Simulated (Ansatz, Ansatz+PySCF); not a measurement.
```xyz
4

N     0.0000    0.0000    0.1119
H     0.8610    0.0000   -0.2610
H    -0.4305    0.7456   -0.2610
H    -0.4305   -0.7456   -0.2610
```

RHF-MP2 on singlet NH3 was run in several spherical basis sets with Ansatz (development build ahead of 0.2.0). Frozen core: 1 orbital.

Problem. Rank the basis sets by the total energy that they give, lowest first, with the distance from the lowest.
A. 6-31G(d)
B. cc-pVTZ
C. def2-SVP
D. def2-TZVP
E. cc-pVDZ

Solution. B (0.00 eV), D (0.28 eV), E (2.05 eV), A (2.83 eV), C (3.29 eV).

Totals follow the description of the cores as much as that of the bonds, so this order isn't one of quality for chemistry.
